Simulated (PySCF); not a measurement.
CH2Cl2.
Bonds: Cl1–C2, C2–Cl3. Hydrogens: H4, H5 on C2.

The closed-shell ground state was solved at several levels (PySCF, density fitting, gas phase, non-relativistic). Geometry: PBE0-D3(BJ)/def2-SVP; no solvent, vibrations or thermal averaging.

| level | basis functions | HOMO (eV) | LUMO (eV) | gap (eV) | dipole (D) |
| --- | --- | --- | --- | --- | --- |
| B3LYP/cc-pVTZ | 126 | -8.43 | -0.40 | 8.03 | 1.65 |
| LC-wPBE/def2-SVPD | 90 | -11.66 | 1.87 | 13.53 | 1.72 |
| PBE0/aug-cc-pVDZ | 95 | -8.75 | -0.47 | 8.28 | 1.68 |
| B3LYP/6-31G* | 54 | -8.37 | -0.20 | 8.17 | 1.80 |
| PBE0/6-31G* | 54 | -8.68 | 0.02 | 8.70 | 1.83 |
| PBE0/def2-SVP | 60 | -8.46 | 0.58 | 9.04 | 1.69 |
| PBE0/cc-pVTZ | 126 | -8.68 | -0.10 | 8.58 | 1.67 |
| PBE0/IGLO-III | 143 | -8.58 | -0.10 | 8.48 | 1.53 |

(1) What might BHandHLYP/def2-SVPD (90 basis functions) give for the same quantities?

(2) Over all these levels, which gives the widest orbital gap and which the narrowest?

(3) How much does the basis alone move the frontier levels among the 5 PBE0 rows?

(4) How far do the dipole and the HOMO energy spread over the levels?

## Answers

(1) HOMO -10.12 eV, LUMO 0.58 eV, gap 10.70 eV, dipole 1.72 D.

(2) LC-wPBE/def2-SVPD (range-separated hybrid) has the widest, 13.53 eV, and B3LYP/cc-pVTZ (global hybrid, 20 % exact exchange) the narrowest, 8.03 eV. Functional and basis both differ between the two, so the spread mixes both effects.

(3) The HOMO by 0.29 eV and the LUMO by 1.05 eV. By rising basis size (HOMO, LUMO in eV): 6-31G* -8.68, 0.02; def2-SVP -8.46, 0.58; aug-cc-pVDZ -8.75, -0.47; cc-pVTZ -8.68, -0.10; IGLO-III -8.58, -0.10.

(4) The dipole runs from 1.53 to 1.83 D (mean 1.70 D) and the HOMO from -11.66 to -8.37 eV.
